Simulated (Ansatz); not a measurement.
We consider cubic perovskite BaTiO₃ (cubic high-temperature phase), described by r²SCAN in Ansatz (PAW).

Settings: plane-wave cutoff 560 eV, 8×8×8 k mesh, Fermi–Dirac smearing 0.01 eV, no spin polarisation, scalar-relativistic PAW data made under PBE.

Cell (relaxed at this level):

BaTiO$_{3}$ is modelled in the cubic space group Pm-3m (No. 221), the cubic perovskite structure, Pearson symbol cP5. Conventional cell: a = b = c = 3.994 Å, α = β = γ = 90.00°. Ba on 1a has 12 O at 2.824 Å (cuboctahedral). Ti on 1b has 6 O at 1.997 Å (octahedral). O on 3c has 2 Ti at 1.997 Å and 4 Ba at 2.824 Å (octahedral). (Neighbours: up to the widest gap in distance over summed covalent radii, below 1.35, at either atom; cation-cation and far metal-metal contacts left out.)

**Question.** Predict the bulk modulus B0, band gap, smallest direct gap on the k points sampled and pressure derivative B′ of the bulk modulus.

**Answer.** 
- bulk modulus B0 = 181 GPa
- band gap = 2.17 eV
- smallest direct gap on the k points sampled = 2.28 eV
- pressure derivative B′ of the bulk modulus = 4.5

Measured, for comparison: band gap 3.2 eV (temperature not stated, no zero-point or thermal correction; as tabulated in Matsushita et al. (2011), arXiv:1104.2769); bulk modulus 162 GPa (temperature not stated, no zero-point or thermal correction, our sources range from 162 to 173; as tabulated in Matsushita et al. (2011), arXiv:1104.2769). Computed (rounded) less measured: bulk modulus +12 % (+5 % to +12 % over the range).

Note: the relaxation could not lower the start's symmetry, so the cell can be a saddle point above a distorted one.

Spin–orbit coupling is not included.

The computed numbers hold no vibrational or temperature effects.

Ansatz is an electronic-structure program.
